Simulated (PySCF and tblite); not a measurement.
C₄H₃NO, numbered as in [CH2:1]=[CH:2][C:3](=[O:4])[C:5]#[N:6]. Geometries PBE0-D3(BJ)/def2-SVP; weights from TPSS-D3(BJ)/def2-TZVP (IEF-PCM, chloroform) energies and GFN2-xTB thermal corrections, with symmetry numbers and mirror pairs. Conformers within 3 kcal/mol (GFN2-xTB free energy) were kept, 3 at most. GIAO shieldings: PBE0/pcSseg-1 (IEF-PCM, chloroform). Shifts are against TMS (¹H), TMS (¹³C), NH3 (¹⁵N) at the same level; of two unlike H on one atom, a is the less shielded. Run with PySCF (density fitting) and tblite.

Torsions listed: C1–C2–C3–O4.

```tsv
conformer	shape	point group	mirror pair	ΔE(DFT)	Δ(G−E) at 330 K	δ H1b (ppm)
1	180°	Cs	no	0.00	0.00	7.37
2	0°	Cs	no	1.90	-0.07	6.84
```

Energies in kcal/mol; the thermal term leaves out symmetry numbers and mirror images.

Problem. Work out the weights at 330 K and the ¹H shift of H1b under fast exchange.

Solution. RT = 0.656 kcal/mol. Each conformer gets RT ln(σ/g), with σ the rotational symmetry number and g = 2 for a mirror pair: 1: σ = 1, g = 1, G = 0.00 + 0.00 + 0.00 = 0.00, 0.00 above the lowest, exp(−ΔG/RT) = 1.000; 2: σ = 1, g = 1, G = 1.90 − 0.07 + 0.00 = 1.83, 1.83 above the lowest, exp(−ΔG/RT) = 0.062. The sum is 1.062, so the weights are 94.2, 5.8 %. The averaged shift is 7.34 ppm. At 298.15 K it is 7.35 ppm. At 298.15 K the leading conformer alone gives 7.37 ppm and bare DFT energies give 7.35 ppm.


¹⁵N shifts are against a computed isolated NH3 molecule, about 20 ppm from the liquid.